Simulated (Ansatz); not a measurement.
System: hcp Be. Method: PBE in Ansatz (PAW).

Settings: plane-wave cutoff 520 eV, 30×30×16 k mesh (along the axes of the cell as run), Fermi–Dirac smearing 0.05 eV, scalar-relativistic PAW data made under PBE.

Starting structure:

```xyz
2
Lattice="2.2900 0.0000 0.0000 -1.1450 1.9832 0.0000 0.0000 0.0000 3.5800" Properties=species:S:1:pos:R:3 pbc="T T T"
Be     1.1450     0.6611     2.6850
Be     0.0000     1.3221     0.8950
```

Q: Into what structure does the relaxation of cell and atoms lead at this level, with the symmetry of the start kept?

A: The volume decreases by 2.7 %; final space group P6_3/mmc.
```xyz
2
Lattice="2.2645 0.0000 0.0000 -1.1322 1.9611 0.0000 0.0000 0.0000 3.5618" Properties=species:S:1:pos:R:3 pbc="T T T"
Be     1.1322     0.6537     2.6714
Be     0.0000     1.3074     0.8905
```

Ansatz is a program for electronic structure.
